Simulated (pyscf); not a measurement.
PySCF, gas phase, ωB97X-D3(BJ)/def2-SVP geometries. Correlated levels are frozen-core, on RHF or UHF. ΔMP2 is the change of the MP2 total energy from the triple- to the quadruple-zeta basis.

SMILES: [TeH2]
```xyz
3

Te     0.2940    -0.4118     0.5248
H     -0.8485     0.2938     1.4950
H     -0.8844    -1.2209    -0.3125
```
Charge 0, spin multiplicity 1.

What is the homolytic dissociation enthalpy (298 K, CCSD(T)/def2-TZVPP + ΔMP2(QZVPP)) of the H–Te bond of `[TeH2]`, to TeH• + H•?

H–Te to TeH• + H•: 71.9 kcal/mol. The CCSD(T) − MP2 part came from Ansatz, without density fitting, on the same reference. The frozen core leaves the outer d or s,p core shells of the metals and heavy elements correlated in the MP2 and CC values, and def2-TZVPP describes them poorly, which can shift differences by a few kcal/mol. Left out: the spin-orbit lowering of TeH, which is large for Br, Se, Te and I. Elements past Kr carry the def2 core potentials, without spin-orbit coupling.
